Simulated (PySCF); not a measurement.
## Which functional comes closest?

Molecule: SMILES CS(=O)(=O)Cl, CH$_{3}$ClO$_{2}$S.

Numbering as in the mapped SMILES `[CH3:1][S:2](=[O:3])(=[O:4])[Cl:5]`. Hydrogens are named by the atom that carries them.

Geometry PBE0-D3(BJ)/def2-SVP throughout; GIAO in PySCF 2.14.0 with density-fitted response routines, gas phase, one conformer, non-relativistic; equivalent atoms averaged; basis pcSseg-2.

Reference values (measured; solution, not stated per compound (mostly CDCl3 or CCl4); Pretsch, Buehlmann, Badertscher, Structure Determination of Organic Compounds, 4th ed. (2009)): δ(C1) = 52.6 ppm. Computed shifts are taken against TMS, calculated as an isolated molecule at each level.

Question: How do the functionals WP04, B97-2, BHandHLYP, CAM-B3LYP, wB97X-D, LC-wPBE perform against the reference? Times are CPU seconds on 1 thread of an AMD EPYC 7R13, shared host.

Answer: 
| functional | kind | C1 | abs. error C | core-s |
| --- | --- | --- | --- | --- |
| WP04 | global hybrid | 56.8 | 4.2 | 20 |
| B97-2 | global hybrid | 54.4 | 1.8 | 19 |
| BHandHLYP | global hybrid | 54.2 | 1.6 | 18 |
| CAM-B3LYP | range-separated hybrid | 56.8 | 4.2 | 26 |
| wB97X-D | range-separated hybrid | 56.1 | 3.5 | 25 |
| LC-wPBE | range-separated hybrid | 55.9 | 3.3 | 33 |

For ¹³C the closest is BHandHLYP (1.6 ppm, with B97-2 practically level) and the furthest CAM-B3LYP (4.2 ppm). One molecule is a small sample, and vibrational and solvent effects are absent from the calculation.
